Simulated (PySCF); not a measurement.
O2, SMILES O=O (connectivity only; charge and spin as stated), neutral, multiplicity 3. Atoms are numbered in the order given.

```xyz
2

O      0.0000     0.0000    -0.5963
O      0.0000     0.0000     0.5963
```
Charge 0, spin multiplicity 3.

Geometry optimised at PBE0-D3(BJ)/def2-TZVPD.

These are PySCF with SMD-PBE0/def2-SVP values and carry that method's errors.

Solvation free energies are E(SMD) − E(gas) at the gas-phase geometry, for 1 M in both phases. In vacuum the dipole moment is 0.00 D.

Problem. Estimate the solvation free energies in water, benzene, methanol. (The exact figures need the calculation; the answer reports its results.)

Solution. 
```
solvent   ΔG(solv) (kcal/mol)  its non-electrostatic (CDS) part  dipole (D)
--------  -------------------  --------------------------------  ----------
water                    -0.5                               0.0        0.00
benzene                  -2.2                              -2.1        0.00
methanol                 -0.1                               0.4        0.00
```
